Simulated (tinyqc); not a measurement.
Worked calculation: RKS/LDA (VWN5) in the sto-3g basis, for HF, spin multiplicity 1. Computed by tinyqc, a small Python program that keeps every step (integrals from PySCF). Settings: charge = 0, multiplicity = 1, basis = sto-3g, energy threshold = 1e-10, iteration cap = 81, orthogonalisation = symmetric, start = core, DIIS depth = 0, method = RKS, functional = lda,vwn, grid = [10, 26]. Command: `OMP_NUM_THREADS=1 python tinyqc.py 24517 24518 out.jsonl` (the two numbers bound the seeds that draw the settings). One thread of a shared host (Intel(R) Xeon(R) Processor @ 2.60GHz), about 1 s of CPU time with the checks.

Geometry (angstrom):
```
atom,x,y,z
F,0.000000,0.000000,0.000000
H,0.000000,0.000000,1.743000
```

Stop when the energy changes by less than 1e-10 hartree and every element of the error matrix X^T (F D S - S D F) X is below 3e-06.

Course of the cycle:
```
iteration,E (hartree),change,largest element of the error matrix
1,-97.35614453,-,1.88e-01
2,-97.24467485,1.11e-01,3.91e-01
3,-97.40244879,-1.58e-01,2.89e-01
4,-97.24522396,1.57e-01,3.93e-01
5,-97.40248205,-1.57e-01,2.89e-01
6,-97.24521706,1.57e-01,3.93e-01
7,-97.40248192,-1.57e-01,2.89e-01
8,-97.24521708,1.57e-01,3.93e-01
9,-97.40248192,-1.57e-01,2.89e-01
10,-97.24521708,1.57e-01,3.93e-01
11,-97.40248192,-1.57e-01,2.89e-01
12,-97.24521708,1.57e-01,3.93e-01
13,-97.40248192,-1.57e-01,2.89e-01
14,-97.24521708,1.57e-01,3.93e-01
...,...,...,...
68,-97.24521708,1.57e-01,3.93e-01
69,-97.40248192,-1.57e-01,2.89e-01
70,-97.24521708,1.57e-01,3.93e-01
71,-97.40248192,-1.57e-01,2.89e-01
72,-97.24521708,1.57e-01,3.93e-01
73,-97.40248192,-1.57e-01,2.89e-01
74,-97.24521708,1.57e-01,3.93e-01
75,-97.40248192,-1.57e-01,2.89e-01
76,-97.24521708,1.57e-01,3.93e-01
77,-97.40248192,-1.57e-01,2.89e-01
78,-97.24521708,1.57e-01,3.93e-01
79,-97.40248192,-1.57e-01,2.89e-01
80,-97.24521708,1.57e-01,3.93e-01
81,-97.40248192,-1.57e-01,2.89e-01
```

Can the last value be used, and what does the course show?

Not by the stop rule. Not converged within the cap of 81 iterations: the residual has stopped falling: the iteration swings between two states. Reruns (cap 100 unless said): DIIS 8: converged in 34; damping 0.5: not converged; level shift 0.5: converged in 35; atomic densities as start, DIIS 8: converged in 11; the original settings with a cap of 400: not converged. PySCF RKS in the same basis, fine grid = -97.58364809 hartree, which differs from a converged run on this coarse grid by the grid error.
